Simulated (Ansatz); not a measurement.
Basis-set extrapolation for `F[B]F` radical (PBE0-D4/def2-TZVP geometry, frozen core, the Gaussian-basis code of Ansatz). Multiplicity 2, UHF reference.

```
                      def2-TZVPP   def2-QZVPP
                 HF  -223.720071  -223.730421
    MP2 correlation    -0.565695    -0.619378
CCSD(T) correlation    -0.585948    -0.638336
```

Energies in hartree. Use E(X) = E(∞) + A·exp(−7.88·√X) for Hartree–Fock and E(X) = E(∞) + B·X^(−2.97) for correlation, with X = 3 and 4.

Task: What is the CCSD(T) energy at the basis-set limit?

Result: HF limit: -223.730421 + (-0.010350) × 0.13774 = -223.73185. Correlation limit: -0.638336 + (-0.052388) × 0.74074 = -0.67714. Total: -224.40899 hartree, 2.80 eV below CCSD(T)/def2-TZVPP.
